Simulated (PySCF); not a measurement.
## Vertical excitation energies

C5H9 (charge +1).
SMILES: `C=C[C+](C)C`

Theory: TDDFT wB97X-D/def2-SVPD, vertical, gas phase, core orbitals frozen in the response (PySCF 2.14.0, density-fitted response routines). Isolated species at its PBE0-D3(BJ)/def2-SVP geometry, gas phase. Torsions of this conformer, `[CH2:1]=[CH:2][C+:3]([CH3:4])[CH3:5]`: C1–C2–C3–C4 177°.

Problem. What does the calculation give for the low-lying excited states?

Solution. 

```csv
state,λ (nm),E (eV),f,"main configurations (H = HOMO, L = LUMO)"
S1,239.8,5.17,0.394,H→L (98%)
S2,232.4,5.33,0.0010,H-1→L (89%)
S3,220.5,5.62,0.0036,H-2→L (89%)
S4,197.0,6.29,0.0029,"H-4→L (59%), H-3→L (28%)"
S5,184.1,6.73,0.014,H-5→L (84%)
S6,179.1,6.92,0.128,"H-3→L (61%), H-4→L (27%), H-5→L (10%)"
S7,149.4,8.30,0.0025,H-7→L (91%)
S8,143.4,8.64,0.0083,H-6→L (94%)
S9,138.5,8.95,0.0016,H-8→L (84%)
S10,135.5,9.15,0.113,H→L+1 (95%)
```

Triplets (Tamm–Dancoff): T1 2.85 eV, H→L (97%); T2 4.99 eV, H-1→L (83%), H-2→L (10%); T3 5.23 eV, H-2→L (77%); T4 6.04 eV, H-3→L (76%), H-4→L (8%).

The lowest singlet lies at 5.17 eV (240 nm, ultraviolet) and is strong; its leading configuration is HOMO→LUMO (98%). The lowest level is also the most intense of those listed (f = 0.394). Löwdin shares by element: HOMO carbon 83% or more (atoms not listed hold the other 17%); LUMO carbon 80% or more (atoms not listed hold the other 20%). Weighted by f, the mean energy of these states is 6.28 eV. Of the 10 states listed, 4 reach f = 0.01 and none stays under 0.0005. The oscillator strengths of these states sum to 0.669; summed over the whole spectrum of an exact calculation they would give the number of electrons, 38 (Thomas–Reiche–Kuhn). All these states lie below the vertical ionisation energy of 16.32 eV (ΔSCF). Only the lowest 10 singlets were computed, as vertical energies without vibronic structure.

The run took 45 s of wall time on an Arm Neoverse V2 with one thread, no GPU, on a shared host.
